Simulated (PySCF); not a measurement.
C5H5F.
Bonds: F1–C2, C2–C3, C3–C4 (double), C4–C5, C5–C6 (double), C2–C6. Hydrogens: H7 on C2; H8 on C3; H9 on C4; H10 on C5; H11 on C6.

The geometry is computed with GFN2-xTB (gas phase).

Give the optimised bond lengths and angles.

```tsv
bond	length (Å)	order
F1–C2	1.374	single
C2–C3, C2–C6	1.504	single
C3=C4, C5=C6	1.335	double
C4–C5	1.457	single
C2–H7	1.103	single
C3–H8, C6–H11	1.073	single
C4–H9, C5–H10	1.075	single
```

Bonds in one row agree within 0.01 Å and their mean is given. Orders are formal, as drawn. A selection of angles:
```tsv
angle	degrees
F1–C2–C3	114.6
F1–C2–H7	105.8
C3–C2–C6	103.0
C3–C2–H7	109.4
C2–C3–C4	108.7
C2–C3–H8	122.5
C4–C3–H8	128.7
C3–C4–C5	109.6
C3–C4–H9	126.7
C5–C4–H9	123.6
```

Dihedral angles: F1–C2–C3–C4 130° (anticlinal); C2–C3–C4–C5 -4° (synperiplanar); C3–C4–C5–C6 0° (synperiplanar); C4–C5–C6–C2 3° (synperiplanar); F1–C2–C6–C5 -130° (anticlinal).

The 5 C–C bonds span 1.335 Å (C3=C4, drawn double) to 1.504 Å (C2–C6, drawn single), a spread of 0.169 Å. The 5-membered ring C2–C3–C4–C5–C6 has internal angles of 103.0° to 109.6° (sum 540°, against 540° for a flat polygon); it is almost planar, 0.02 Å rms from its mean plane, widest ring torsion 5°.

Point group: Cs (tolerance 0.08 Å). No frequency check.
